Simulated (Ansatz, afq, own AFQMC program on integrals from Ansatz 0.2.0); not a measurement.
Two steps: Ansatz 0.2.0 writes the Fock matrix and Cholesky factors of the valence space, and afq projects on them the lowest state that overlaps trial and start.

```yaml
crystal:
  periodic: [false, false, false]
  atoms:
    - {symbol: Si, position_ang: [0.000000, 0.000000, 0.000000]}
    - {symbol: C, position_ang: [0.000000, 0.000000, 2.382000]}
basis:
  gaussian: {orbitals: 6-31G}
magnetization: {spin_polarized: true, initial_magnetization: 2}
correlation: {method: ccsd_t, electrons: outside_noble_gas, hamiltonian_folder: ham}
```

```sh
$ ansatz run in.yaml --threads 1 --pin off --events-out ev --progress --plain --max-ram 16896MiB --backend cuda --devices 0, --max-vram 18GiB
```

Options of the walk:

```
--method phaseless --trial mp1 --walkers 40 --populations 1 --least-time 40 --time-step 0.02 --steps-per-block 50 --equilibration-blocks 3 --max-blocks 40 --target-error 0.00136 --factor-cut 1e-05 --start spin_pure --seed 685 --taylor-order 6
```

Times are imaginary, in 1/Eh. The walk had a cap of 60 s.

```
orbitals 16  electrons 5 3  factors 87 of 267
reference energy -326.53464128 Eh
CCSD correlation -0.09175237 Eh in 22 cycles, weight of the determinant in the CISD state 0.7574
energy of the start -326.618125 Eh
 block  time / (1/Eh)  mean weight  energy / Eh
     1     1.000  0.9998  -326.627241
     2     2.000  1.0040  -326.632115
     3     3.000  0.9959  -326.631754
     4     4.000  0.9965  -326.635759
     5     5.000  1.0029  -326.639811
     7     7.000  0.9982  -326.630826
     9     9.000  0.9939  -326.644744
    11    11.000  1.0022  -326.634013
    13    13.000  1.0016  -326.648015
    15    15.000  1.0014  -326.631424
    17    17.000  1.0002  -326.637304
    19    19.000  0.9979  -326.630249
    21    21.000  0.9994  -326.658185
    23    23.000  0.9971  -326.637589
    25    25.000  1.0012  -326.639368
    27    27.000  0.9983  -326.632234
    29    29.000  1.0012  -326.641286
    31    31.000  1.0058  -326.658688
    33    33.000  1.0003  -326.643753
    35    35.000  1.0005  -326.641521
    37    37.000  0.9992  -326.648011
    39    39.000  1.0044  -326.641641
    41    41.000  1.0027  -326.642611
    43    43.000  1.0154  -326.646099
blocks merged  error / Eh  count
     1  0.001085  40
     2  0.001204  20
     4  0.001384  10
energy -326.640406 +/- 0.001204 Eh
(rows thinned)
```

Task: Estimate how long the walk took on 1 × NVIDIA H100 80GB HBM3 with 2 threads of AMD EPYC 7R13 Processor (Zen 3), with other jobs on the host (the card was shared).

Result: 10 s of wall time.

The run failed at least one of its tests; the cautions name the faults. The second half of the sampling lies below the first by 2.3 errors of their difference, so the energy may still be moving and its error bar be too small.

Against this walk (error 32.8 meV) on the same determinant: CCSD(T) 239.6 meV higher, CCSDT(Q) 106.8 meV higher, CCSDTQ 116.3 meV higher, full CI 108.3 meV higher, a separate phaseless walk with a CISD trial and standard settings 196.1 ± 33.8 meV higher. The error is statistical and leaves out the bias of the constraint. The determinant has ⟨S²⟩ = 2.93, so the low cluster orders mix in higher spin, while the walk starts as a pure triplet. The walk lies 108 meV below full CI: a phaseless energy isn't variational. The determinant is a poor start (see the cautions), so the low cluster orders aren't to be relied on, and full CI is the sure value.

Cautions: constraint bias not in the error; error not settled; lower spins were not checked; strong correlation (T1 0.084, weight of the determinant 0.76, largest double 0.22); unrestricted determinant spin contaminated (⟨S²⟩ 2.93 against 2.00); CCSD(T) is in doubt: in a space of 8 electrons in 9 natural orbitals full CI lies 84 meV below it; the bias of populations of 40 walkers isn't removed; the time-step error isn't removed.

CCSDT and higher add their correlation energy to the determinant of the CCSD(T) run, since their own runs factorise the integrals more tightly (a shift of under 2 meV).
